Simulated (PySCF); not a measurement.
Choosing a basis for TDDFT

Compound: 1-butyne, C4H6.
Geometry (PBE0-D3(BJ)/def2-SVP, Å), atoms numbered from 1 in this order:
```xyz
10
C4H6 angstrom
C      2.2980    0.0452    0.1848
C      1.1283   -0.2692    0.1828
C     -0.2867   -0.6214    0.1715
C     -1.1940    0.5256   -0.2695
H      3.3368    0.3178    0.1886
H     -0.5742   -0.9634    1.1806
H     -0.4292   -1.4918   -0.4918
H     -2.2476    0.2096   -0.2607
H     -0.9426    0.8573   -1.2875
H     -1.0887    1.3909    0.4012
```

TDDFT with PBE0 (PySCF), vertical singlets, core orbitals frozen in the response, spherical d and f functions. Isolated species at its PBE0-D3(BJ)/def2-SVP geometry, gas phase.

```json
{"basis": "6-31G*", "functions": "68", "diffuse": "no", "S1 (eV)": "6.74", "S2 (eV)": "7.07", "S3 (eV)": "7.09", "S4 (eV)": "9.25", "S5 (eV)": "9.29", "LUMO (eV)": "1.74", "α (au)": "38.0"}
{"basis": "6-31+G*", "functions": "84", "diffuse": "yes", "S1 (eV)": "6.48", "S2 (eV)": "6.73", "S3 (eV)": "6.77", "S4 (eV)": "7.13", "S5 (eV)": "7.16", "LUMO (eV)": "0.42", "α (au)": "44.1"}
{"basis": "def2-SVP", "functions": "86", "diffuse": "no", "S1 (eV)": "6.69", "S2 (eV)": "7.00", "S3 (eV)": "7.02", "S4 (eV)": "8.52", "S5 (eV)": "8.53", "LUMO (eV)": "1.29", "α (au)": "40.2"}
{"basis": "aug-cc-pVDZ", "functions": "146", "diffuse": "yes", "S1 (eV)": "6.36", "S2 (eV)": "6.56", "S3 (eV)": "6.64", "S4 (eV)": "6.82", "S5 (eV)": "6.84", "LUMO (eV)": "-0.07", "α (au)": "49.6"}
{"basis": "def2-TZVP", "functions": "160", "diffuse": "no", "S1 (eV)": "6.55", "S2 (eV)": "6.82", "S3 (eV)": "6.84", "S4 (eV)": "7.84", "S5 (eV)": "7.86", "LUMO (eV)": "0.90", "α (au)": "46.2"}
{"basis": "def2-TZVPD", "functions": "202", "diffuse": "yes", "S1 (eV)": "6.45", "S2 (eV)": "6.69", "S3 (eV)": "6.74", "S4 (eV)": "7.03", "S5 (eV)": "7.06", "LUMO (eV)": "0.28", "α (au)": "49.6"}
```

Q: Compare the sets with the largest diffuse one.

A: States are compared by their number. Against the largest diffuse basis here (def2-TZVPD, itself not a converged limit), sets without diffuse functions differ by up to 0.29 eV in S1 and 2.23 eV in S5; the smaller diffuse sets differ by up to 0.09 and 0.22 eV. State by state, the largest deviation of a set without diffuse functions is S1 0.29, S2 0.38, S3 0.35, S4 2.22, S5 2.23 eV. The same number needn't mean the same state in each row. Against def2-TZVPD the polarisability deviates by -23% in 6-31G*, -11% in 6-31+G*, -19% in def2-SVP, 0% in aug-cc-pVDZ, -7% in def2-TZVP. A single + in a Pople set puts diffuse functions on heavy atoms only.
